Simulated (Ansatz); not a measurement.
Computed with Ansatz on PBE0-D4/def2-TZVP structures; ΔE is electronic, products minus reactants. CBS: MP2 limit from def2 TZ/QZ plus the TZ coupled-cluster correction, frozen cores. This one scheme is used for every species. Functionals use def2-TZVPP. Each species was taken in one conformer, which may not be the lowest.

`[CH3][AlH][SiH3]` + H₂O → `[CH3][AlH][OH]` + SiH₄  (formal hydrolysis of the Al–Si bond)

| level | ΔE (eV) |
| --- | --- |
| PBE-D4 | -1.27 |
| ωB97X-V | -1.47 |

**Question.** What does CCSD(T)/CBS give? (Best estimate.)

**Answer.** Ansatz gave: -1.45 eV. The listed levels differ from it by 0.18, -0.02 eV.

Largest T1 diagnostic among the species: 0.011.

Leaving LDA and LC-ωPBE aside and taking each functional with its dispersion term where it has one, the values, not all of them listed here, spread over 0.30 eV, from CAM-B3LYP-D4 to revPBE-D4. LDA lies −0.03 eV from PBE without D4. In def2-TZVPP, CCSD(T) changes the Hartree–Fock value by +0.16 eV (the triples alone add +0.02 eV) and MP2 by +0.06 eV.
